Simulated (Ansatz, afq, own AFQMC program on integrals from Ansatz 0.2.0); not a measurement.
**Atomization energy of AlH₄, doublet**

```xyz
5

Al   -0.0599    0.0001   -0.1328
H     0.4487    0.0018    1.9858
H    -0.3171   -0.0089    1.9564
H     0.7333    1.3833   -0.1888
H     0.7376   -1.3801   -0.1993
```

Atoms in their ground-state spins without spin–orbit coupling (mostly on UHF) minus the molecule (UHF), without zero-point energy. The geometry is a stationary point, not shown to be a minimum.

Basis cc-pVTZ. Noble-gas cores (and the filled d shells of Ga–Kr and In–Xe) are frozen. Ansatz 0.2.0 and our own AFQMC program on the same integrals; the CISD trial comes from CCSD amplitudes, and released means the phaseless constraint is let go. ± is one standard error of the sampling. The errors of all members are added in quadrature.

No full CI on the walks' own integrals is used here; CCSDT(Q) serves as the reference and is uncertain by about the last step of the cluster series. Each member takes its own surest rung, up to full CI.

Errors are counted within cc-pVTZ, not against nature.

Cautions: other spins of the molecule weren't checked.

Reference (CCSDT(Q)): 231.9 kcal/mol.

```json
{"level": "HF", "atomization energy (kcal/mol)": "180.9", "error against CCSDT(Q) (kcal/mol)": "-51.0"}
{"level": "MP2", "atomization energy (kcal/mol)": "224.1", "error against CCSDT(Q) (kcal/mol)": "-7.8"}
{"level": "CCSD", "atomization energy (kcal/mol)": "231.2", "error against CCSDT(Q) (kcal/mol)": "-0.7"}
{"level": "CCSD(T)", "atomization energy (kcal/mol)": "231.8", "error against CCSDT(Q) (kcal/mol)": "-0.1"}
{"level": "ph-AFQMC/HF", "atomization energy (kcal/mol)": "234.0 ± 0.5", "error against CCSDT(Q) (kcal/mol)": "2.1 ± 0.5"}
{"level": "ph-AFQMC/CISD", "atomization energy (kcal/mol)": "232.0 ± 0.06", "error against CCSDT(Q) (kcal/mol)": "0.1 ± 0.06"}
{"level": "released AFQMC", "atomization energy (kcal/mol)": "232.0 ± 0.06", "error against CCSDT(Q) (kcal/mol)": "0.1 ± 0.06"}
```

Correlation beyond CCSD(T) adds 0.1 kcal/mol. The perturbative (T) step is worth +0.6 kcal/mol.

Released energies are given only where the last usable release times agree within the noise; a slower fall can still hide under it.
